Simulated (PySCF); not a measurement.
Compound: C₄H₅O₂ (doublet state).
Z-matrix (Å and degrees, GFN2-xTB geometry), rows numbered from 1:
```
O 
C   1  1.1993
O   2  1.3406  1  126.60
C   3  1.3447  2  121.11  1    -6.21
C   4  1.4644  3  130.86  2   129.65
C   4  1.4612  3  133.78  2    39.67
H   2  1.1004  1  125.30  3   179.99
H   5  1.0805  4  118.68  6  -106.05
H   5  1.0838  4  119.23  6   108.74
H   6  1.0802  4  118.72  5   106.13
H   6  1.0831  4  119.14  5  -109.19
```

The hyperfine couplings belong to this conformer and change with its torsions.

Identity: `C1C[C]1OC=O` [radical].

Theory: PySCF 2.14.0, UKS B3LYP, pcH-1 on C H O, non-relativistic, mean-field spin-orbit, GIAO. Geometry: GFN2-xTB, one conformer, isolated molecule. The geometry wasn't refined by DFT: couplings that depend on bond lengths, twists or pyramidal angles can differ widely from those at the functional's own minimum. The SCF solution wasn't tested for stability.

**Question.** The isotropic 17O couplings are -30.6, -3.6 MHz. Assign them to O1; O3.

**Answer.** 
```tsv
site	a_iso (MHz)	ρ(0) (bohr⁻³)	position	distance from C4 (Å)	spin population	largest |T| (MHz)
O1	-3.6	+0.0060	3 bonds from C4	2.76	+0.05	17.4
O3	-30.6	+0.0504	1 bond from C4	1.34	+0.02	24.3
```

**Question.** The isotropic 13C couplings, averaged over equivalent nuclei, are +352.0, -6.4, +3.4 MHz. Assign them to C2; C4; C5/C6.

**Answer.** 
| site | a_iso (MHz) | ρ(0) (bohr⁻³) | position | distance from C4 (Å) | spin population | largest \|T\| (MHz) |
| --- | --- | --- | --- | --- | --- | --- |
| C2 | +3.4 | +0.0030 | 2 bonds from C4 | 2.34 | +0.03 | 5.1 |
| C4 | +352.0 | +0.3132 | largest spin population | 0.00 | +0.83 | 137.5 |
| C5/C6 | -6.4 | -0.0057 | 1 bond from C4 | 1.46 | -0.01 | 7.1 |

**Question.** Match the computed a_iso(1H) values +51.2, -3.8 MHz (means over equivalent nuclei) with the sites H7; H8/H9/H10/H11.

**Answer.** 
```
         site  a_iso (MHz)  ρ(0) (bohr⁻³)            position  distance from C4 (Å)  bound to  spin population there  largest |T| (MHz)
           H7         -3.8        -0.0008  γ, 3 bonds from C4                  3.24        C2                  +0.03                5.7
H8/H9/H10/H11        +51.2        +0.0115  β, 2 bonds from C4                  2.20     C5/C6                  -0.01                8.7
```

ρ(0) is the spin density at the nucleus and T the dipolar tensor; entries for several nuclei are means. The largest Mulliken spin population is on C4 (+0.83). The angles at C4 add up to 327.7°, so it is pyramidal.

Nuclei that the bonding pattern makes equivalent are averaged, as if the motion that swaps them (rotation, inversion, ring flip) were fast. The 1H value of +51.2 MHz is a mean of couplings from 34.3 to 69.7 MHz in this one geometry, not an average over conformers.
